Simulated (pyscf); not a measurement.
This saddle point was located with ωB97X-D3(BJ)/def2-SVP in PySCF.

```
N
H 1 1.0159
Si 1 1.7174 2 117.07
Si 1 1.7502 2 117.73 3 178.59
H 3 1.4817 1 124.04 2 -69.83
H 4 1.4908 1 107.09 2 -4.47
H 4 1.4912 6 109.51 1 120.51
H 4 1.4920 6 108.92 7 117.73
H 3 1.5027 5 104.97 1 113.61
F 3 1.9563 5 88.87 9 157.96
H 10 1.2088 3 64.88 5 -111.64
H 11 0.9730 10 147.00 3 0.34
```
Charge 0, spin multiplicity 1.

Surface: singlet, charge 0. Lowest wavenumbers (cm⁻¹): 1127i, 33, 96, 162, 268.

What reaction is this the transition state of?

H₃Si–NH–SiH₃ (SMILES [SiH3]N[SiH3]) + HF (SMILES F) ⇌ F–SiH₂–NH–SiH₃ (SMILES F[SiH2]N[SiH3]) + H₂ (SMILES [H][H]), a four-centre exchange read from left to right: H–Si, F–H broken and F–Si, H–H formed. At ωB97M-D3(BJ)/def2-TZVP it lies +23.3 kcal/mol from the left side and +56.5 kcal/mol from the right (each side as separated species at their lowest minima found). The same reactants have a lower exit, to F–SiH₃ + H₂N–SiH₃ (barrier +10.0 kcal/mol at ωB97M-D3(BJ)/def2-TZVP, against +23.3 kcal/mol here). One saddle was located; it need not be the lowest between these sides.
